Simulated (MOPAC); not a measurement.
MOPAC input (PM3):

```
PM3 PRECISE GNORM=0.05 LET XYZ CHARGE=1 GEO-OK AUX(PRECISION=9) THREADS=1
C2H3

C     0.66635149 1   -0.08229039 1    0.02948477 1
C    -0.57464739 1    0.07096549 1   -0.02542704 1
H     1.73846136 1   -0.21468951 1    0.07692356 1
H    -1.02215701 1    1.01799782 1   -0.36525859 1
H    -1.26652897 1   -0.73535889 1    0.26398866 1
```

Question: What heat of formation does the run end on?

Answer: 263.91 kcal/mol.
